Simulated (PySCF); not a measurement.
Job for PySCF: R-B3LYP/6-311+G** on C4H4 (a complex).

```python
from pyscf import gto, scf, dft, mp
from pyscf.data.elements import chemcore

mol = gto.M(
    atom='''
    C    -0.59913239   -0.07435738   -2.19272482
    H    -1.66113739   -0.07431438   -2.19864582
    C     0.61270661   -0.07445138   -2.18949582
    H     1.67473261   -0.07458038   -2.18969182
    C    -0.00482439    0.05527662    1.58570718
    H    -0.00143039    0.02154162    0.52241018
    C    -0.00876139    0.09356662    2.79717218
    H    -0.01202739    0.12694262    3.85808418
    ''',
    basis='6-311+g**',
    charge=0, spin=0, verbose=3, max_memory=1800)
mf = dft.RKS(mol, xc='b3lyp')
mf.conv_tol = 1e-8
mf.max_cycle = 100
mf.kernel()
if not mf.converged:
    mf = mf.newton().run(mf.mo_coeff, mf.mo_occ)
```

Task: Give the final energy of this run.

Result: -154.7140 hartree.
